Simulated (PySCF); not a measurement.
Gas-phase reaction: CH₃SiH + CH₃SiH₃ = SiH₄ + (CH₃)₂Si

Method: PySCF energies plus ideal-gas RRHO corrections (1 bar). † marks an energy on the PBE0/def2-TZVP geometry and frequencies. CCSD(T) freezes the core. All species are closed-shell singlets. CH₃SiH, (CH₃)₂Si: computed as isolated molecules; such fragments, hydroxides, amides, oligomers or adducts are transient or little studied in the gas. CCSD(T) isn't extrapolated to the basis-set limit.

CCSD(T)/def2-TZVPP† gives ΔH°(298 K) = -5 kJ.

Task: What do PBE/def2-TZVP†, PBE0/def2-SVP†, HF/def2-TZVP† give?

Result: PBE/def2-TZVP†: -6 kJ; PBE0/def2-SVP†: -4 kJ; HF/def2-TZVP†: 1 kJ. For scale, ΔH°(298 K) is -5 kJ at this level, -5 kJ at ωB97M-V/def2-TZVP†, and runs from -19 to 1 kJ over the 20 levels computed.
